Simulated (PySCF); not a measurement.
These are PBE0-D3(BJ)/def2-TZVP run with PySCF values and carry that method's errors. All species are isolated molecules in the gas phase. 

Reference species (SMILES): `[SiH2]` (excited triplet) (neutral, multiplicity 3).

- dipole moment = 0.04 D

Changed species: `[SiH]F` (excited triplet) (X = fluoro, multiplicity 3; the reference has X = H, multiplicity 3).

Question: What does the change do to the dipole moment?

Answer: the dipole moment increases by 1.15 D, to 1.19 D.
